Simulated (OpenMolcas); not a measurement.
**TPSS0/def2-TZVPPD (RICD fitting) run of SOF2 (thionyl fluoride)**

What is the vertical electron affinity of SOF2 (thionyl fluoride) at TPSS0/def2-TZVPPD (RICD fitting)? 

Program for the calculation: OpenMolcas 26.06.

## Step 1: The system as given

The species is SOF2 (4 atoms), meant as a singlet with charge 0. As SMILES, `O=S(F)F`. Geometry: relaxed at PBE0-D4/def2-TZVP.

Bond lengths: O1–S2 1.419 Å, S2–F3 1.588 Å, S2–F4 1.588 Å. Angles: O1–S2–F3 106.5°, O1–S2–F4 106.4°, F3–S2–F4 93.0°.

## Step 2: A single-point energy at TPSS0/def2-TZVPPD (RICD fitting)

The input, job.input:

```
>>> EXPORT MOLCAS_PRINT=2

&GATEWAY
  BasLib=$CurrDir
  Coord
  4
  angstrom
  O        0.932400       0.066600      -1.017800
  S       -0.151300      -0.426200      -0.245700
  F       -1.124400       0.804200       0.000400
  F        0.343300      -0.444600       1.263100
  Basis=def2-TZVPPD
  Group=NoSym
  RICD

&SEWARD

&SCF
  KSDFT=HYB_MGGA_XC_TPSS0
  PrOrbitals=1 1
```

The basis set def2-TZVPPD is read from a file made from the Basis Set Exchange's data (not shown).

The run is started by

```
export MOLCAS_MEM=1860
pymolcas job.input > job.log
```

Output:

```text
--- Start Module: gateway ---
[...]
--- Stop Module: gateway /rc=_RC_ALL_IS_WELL_ ---
--- Start Module: seward ---
[...]
      Basis functions          171
--- Stop Module: seward /rc=_RC_ALL_IS_WELL_ ---
[...]
--- Start Module: scf ---
[...]
       Convergence after  13 Iterations
[...]
::    Total KS-DFT energy                            -673.1849064356
[...]
      Total spin, S                                     0.0000000000
[...]
      Total electronic charge=   42.000000
      Total            charge=   -0.000000
[...]
      Dipole Moment (debye):
      Origin of the operator (angstrom)=   -0.0554   -0.0666   -0.0015
                   X= -1.0955E+00               Y= -1.2002E+00               Z=  8.5839E-02           Total=  1.6272E+00
      Quadrupole Moment (debye*angstrom):
[...]
--- Stop Module: scf /rc=_RC_ALL_IS_WELL_ ---
[...]
```

Run time: 27 s. Hardware: 1 thread of Arm Neoverse V1, shared host; peak memory 0.16 GiB.

## Step 3: The doublet anion, same level

The input, job.input:

```
* F2OS Kohn-Sham DFT
>>> EXPORT MOLCAS_PRINT=2

&GATEWAY
 BasLib
 $CurrDir
 Coord
 4
 angstrom
 O        0.932400       0.066600      -1.017800
 S       -0.151300      -0.426200      -0.245700
 F       -1.124400       0.804200       0.000400
 F        0.343300      -0.444600       1.263100
 Basis
 def2-TZVPPD
 Group
 NoSym
 RICD

&SEWARD

&SCF
 UHF
 Charge
 -1
 Spin
 2
 KSDFT
 HYB_MGGA_XC_TPSS0
 PrOrbitals
 1 1
```

The basis set def2-TZVPPD is read from a file made from the Basis Set Exchange's data (not shown).

The run is started by

```
export MOLCAS_MEM=1860
pymolcas job.input > job.log
```

Output:

```text
--- Start Module: gateway ---
[...]
--- Stop Module: gateway /rc=_RC_ALL_IS_WELL_ ---
--- Start Module: seward ---
[...]
      Basis functions          171
--- Stop Module: seward /rc=_RC_ALL_IS_WELL_ ---
[...]
--- Start Module: scf ---
[...]
       Convergence after  19 Iterations
[...]
::    Total KS-DFT energy                            -673.1593733302
[...]
      Total spin, S                                     0.5012458038
[...]
      Total electronic charge=   43.000000
      Total            charge=   -1.000000
[...]
      Dipole Moment (debye):
      Origin of the operator (angstrom)=   -0.0554   -0.0666   -0.0015
                   X=  3.9447E-01               Y=  2.0131E+00               Z=  1.5334E+00           Total=  2.5611E+00
      Center of Charge (angstrom)
[...]
--- Stop Module: scf /rc=_RC_ALL_IS_WELL_ ---
[...]
```

It took 64 s on 1 thread of Arm Neoverse V1, shared host; peak memory 0.17 GiB.

## Step 4: What came out

At TPSS0/def2-TZVPPD (RICD fitting):

| quantity | value |
| --- | --- |
| singlet SOF2: total energy | -673.18491 Eh |
| singlet SOF2: dipole moment | 1.63 D |
| singlet SOF2: HOMO energy | -9.84 eV |
| singlet SOF2: LUMO energy | -1.24 eV |
| singlet SOF2: HOMO–LUMO gap | 8.60 eV |
| doublet anion: total energy | -673.15937 Eh |
| doublet anion: HOMO energy (highest over α and β) | 2.16 eV |
| doublet anion: LUMO energy (lowest over α and β) | 3.64 eV |
| doublet anion: ⟨S²⟩ | 0.752 |
| vertical electron affinity (to the doublet anion) | -0.695 eV |

In words: This program's gradients are faulty for this kind of reference, so any forces in the log (doublet anion) can't be trusted; the energy can. The anion lies 0.69 eV (67.0 kJ/mol) above the neutral: the electron isn't bound at this level, and such a value depends on the basis. The HOMO (doublet anion) lies at positive energy, 2.16 eV; only total energies tell whether the electron is bound.
